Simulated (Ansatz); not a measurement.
# BNH3 (SMILES B[NH]): the energy to break a bond

BNH3: 5 atoms, total charge 0, spin state doublet. SMILES: `B[NH]`. Geometry: optimised at PBE0/def2-SVP.

```xyz
5

B    -0.3059   -0.3794   -0.0671
N     0.5485    0.6360    0.0462
H    -0.4565   -1.1597    0.8612
H    -0.9460   -0.5433   -1.0927
H     1.2098    1.3728    0.2109
```

Wanted: the dissociation energy of the N2–B1 bond into singlet NH and doublet BH2 (shapes relaxed at PBE0/def2-SVP, no zero-point term). 1 Eh = 2625.50 kJ/mol = 27.2114 eV. Totals in Eh; open shells run unrestricted unless said.

```
              level  program        BNH3  singlet NH  doublet BH2
  USVWN5/def2-TZVPP   Ansatz  -80.621995  -54.679565   -25.609027
U-r2SCAN/def2-TZVPP   Ansatz  -81.333802  -55.118739   -25.916632
  UB3LYP/def2-TZVPP   Ansatz  -81.393513  -55.165053   -25.946253
```

**Question.** Work out the dissociation energy at each level.

**Answer.** 
1. USVWN5/def2-TZVPP: (-54.679565) + (-25.609027) − (-80.621995) = 0.333403 Eh = 875.3 kJ/mol = 9.07 eV.
2. U-r2SCAN/def2-TZVPP: (-55.118739) + (-25.916632) − (-81.333802) = 0.298431 Eh = 783.5 kJ/mol = 8.12 eV.
3. UB3LYP/def2-TZVPP: (-55.165053) + (-25.946253) − (-81.393513) = 0.282207 Eh = 740.9 kJ/mol = 7.68 eV.

The levels span 741 to 875 kJ/mol; no measured value is set beside them. A fragment with an even electron count was run as a singlet and may have a lower triplet. A bond enthalpy at 298 K also holds the loss of zero-point energy and thermal terms.
